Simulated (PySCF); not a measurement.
Species: AlFH5N.
Cartesian coordinates in Å at the PBE0-D3(BJ)/def2-SVP level; atoms count from 1:
```xyz
8
AlFH5N angstrom
N     -0.9693    0.0186   -0.1415
Al     1.0681   -0.1024    0.1227
F      1.2779    1.5398    0.4723
H     -1.4076    0.3824    0.7066
H     -1.1898    0.6685   -0.8981
H     -1.4138   -0.8744   -0.3599
H      1.5396   -0.5643   -1.3335
H      1.1495   -1.0861    1.3806
```

Level of theory: PySCF, PBE0-D3(BJ)/def2-SVP geometry optimisation, gas phase.

(1) Which atoms are bound to Al2, and at what distances?

(2) List the angles at Al2.

(3) Describe the arrangement about Al2 in numbers.

(4) What are the other bond lengths?

(5) What are the rotational constants (commonest isotopes, rigid rotor)?

Results:

(1) 4 atoms: H7 1.599 Å, H8 1.599 Å, F3 1.692 Å, N1 2.058 Å. The nearest atom not counted as bound is H4, at 2.59 Å (others tie with it).

(2) 
| angle | degrees | distance of the outer atoms (Å) |
| --- | --- | --- |
| H7–Al2–H8 | 121.6 | 2.79 |
| F3–Al2–H7 | 115.6 | 2.79 |
| F3–Al2–H8 | 115.4 | 2.78 |
| N1–Al2–H7 | 101.1 | 2.84 |
| N1–Al2–H8 | 100.8 | 2.83 |
| N1–Al2–F3 | 95.3 | 2.78 |

(3) Angles from 95.3° to 121.6°; τ4 = (360° − α − β)/141° = 0.87 with α and β the two widest (0 for a square, 1 for a tetrahedron).

(4) N1–H4, N1–H5, N1–H6 1.021 Å.

(5) A = 14487, B = 6390, C = 4888 MHz: an asymmetric top.

Point group: Cs (every atom within 0.08 Å of its image). Charge 0, singlet. Stationary, but not proved a minimum.
